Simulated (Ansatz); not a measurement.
# K3F2: from a trial structure to a relaxed crystal

Method: DFT PBE, scalar-relativistic, plane waves, PAW (Ansatz 0.2.0). Cutoff 420 eV, Γ-centred k mesh, Gaussian smearing, no spin polarisation in the final step.

The start puts K3F2 on the sites of a reported Th3Ga2 cell (P4/mbm, No. 127), with F in place of Ga, K in place of Th, at a guessed volume.

```
CELL_PARAMETERS angstrom
8.10212 0.00000 0.00000
0.00000 8.10212 0.00000
0.00000 0.00000 4.27792
ATOMIC_POSITIONS crystal
K 0.00000 0.00000 0.00000
K 0.50000 0.50000 0.00000
K 0.17680 0.67680 0.50000
K 0.32320 0.17680 0.50000
K 0.82320 0.32320 0.50000
K 0.67680 0.82320 0.50000
F 0.38270 0.88270 0.00000
F 0.11730 0.38270 0.00000
F 0.61730 0.11730 0.00000
F 0.88270 0.61730 0.00000
```

Cell and atoms relax at zero pressure; the relaxation can't lower the symmetry of the start. After a coarse first stage the cell is made exact in the group found at 0.06 Å.

The zero of energy is the elements' standard structures at the same level (F₂ as a molecule); no fitted shifts are applied.

Q: Describe the relaxed structure.

A: It keeps P4/mbm (No. 127), but not the shape of the type it started on. Conventional cell: a = 8.189 Å, c = 4.697 Å. Around K on Wyckoff site a (2 atoms of the primitive cell) lie 4 F at 2.90 Å; around K on Wyckoff site h (4 atoms of the primitive cell) lie 2 F at 2.54 Å; F has 2 K at 2.54 Å and 2 K at 2.90 Å.

```
K F
1.0
     8.18853    0.00000    0.00000
     0.00000    8.18853    0.00000
     0.00000    0.00000    4.69686
K F
6 4
Cartesian
  0.0000 0.0000 0.0000
  4.0943 4.0943 0.0000
  1.3934 5.4876 2.3484
  2.7009 1.3934 2.3484
  6.7952 2.7009 2.3484
  5.4876 6.7952 2.3484
  2.0717 6.1659 0.0000
  2.0226 2.0717 0.0000
  6.1169 2.0226 0.0000
  6.1659 6.1169 0.0000
```

Q: What are its volume, energy, density and gap?

A: The volume per atom is 31.49 Å³ and the density is 1.64 g/cm³. The energy over the elements is -1.88 eV/atom. The gap on the 6×6×8 mesh is 0 eV (a metal).

The final run used a 6×6×8 mesh on its 10-atom cell and 0.10 eV smearing. The k mesh leaves about 4 meV/atom of noise in metals. Symmetry constrained the relaxation, so the result can be a saddle point.

Cost: 3 runs of about 4.3 core-minutes in all, on Intel Xeon Platinum 8488C (Sapphire Rapids) (shared hosts).